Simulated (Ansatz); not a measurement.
We consider MgSiP₂ (I-42d, No. 122, 8 atoms in the cell), described by PBEsol (plane waves, PAW; Ansatz, a program for electronic structure).

Settings: plane-wave cutoff 520 eV, 8×8×8 k mesh, Fermi–Dirac smearing 0.01 eV, scalar-relativistic PAW data made under PBE.

The volume scan:

```
V (Å³/atom)  E − E_lowest (meV/atom)  P (GPa)
-----------  -----------------------  -------
19.881                          7.95     3.14
20.295                          1.94     1.53
20.710                          0.00     0.00
21.124                          1.86    -1.42
21.538                          7.21    -2.70
```

**Question.** Estimate the bulk modulus and its pressure derivative from these points.

**Answer.** V0 = 20.708 Å³/atom, B0 = 73.1 GPa, B′ = 2.9 (fit to the energies at full precision).

Shape and atoms are relaxed at each volume.

Note: the relaxation could not lower the start's symmetry, so the cell can be a saddle point above a distorted one; the bulk modulus comes from volumes at which shape and atoms were relaxed.

It cost roughly 12 core-minutes of CPU time.
